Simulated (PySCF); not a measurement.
Compound: CCl4.
Atom-mapped SMILES: `[Cl:1][C:2]([Cl:3])([Cl:4])[Cl:5]`

Computed with MP2 and CCSD/aug-cc-pVDZ in PySCF, restricted Hartree–Fock reference, frozen core, non-relativistic, gas phase, PBE0-D3(BJ)/def2-SVP geometry.

E(HF) = -1875.85073 Eh.

Task: How large is the problem?

Result: 131 basis functions and 74 electrons; 21 orbitals frozen, which leaves o = 16 correlated occupied and v = 94 virtual orbitals. That is o·v = 1504 singles and o·v(o·v + 1)/2 = 1131760 distinct closed-shell doubles amplitudes before symmetry; the costliest CCSD step grows as o²v⁴ = 2.0 × 10^10.

Task: What are the MP2 and CCSD correlation energies?

Result: MP2 -0.7416 Eh and CCSD -0.7808 Eh, which gives totals of -1876.59231 and -1876.63154 Eh. That is 0.664 eV for each correlated electron at CCSD (2050 kJ/mol in all, 0.042 % of the total energy); MP2 gives 95.0 % of the CCSD value.

Task: What is the T1 diagnostic?

Result: 0.0107, below the customary warning level of 0.02. It is the norm of the spatial-orbital singles amplitudes over the root of the number of correlated electrons, so the norm is 0.061.

Connected triples and the basis-set limit are missing.

The job also held the EOM ionisation roots. Hardware: one thread of an AMD EPYC 9R45, on a shared host. Cost: 42 s of wall time, 1.6 GiB resident at most.
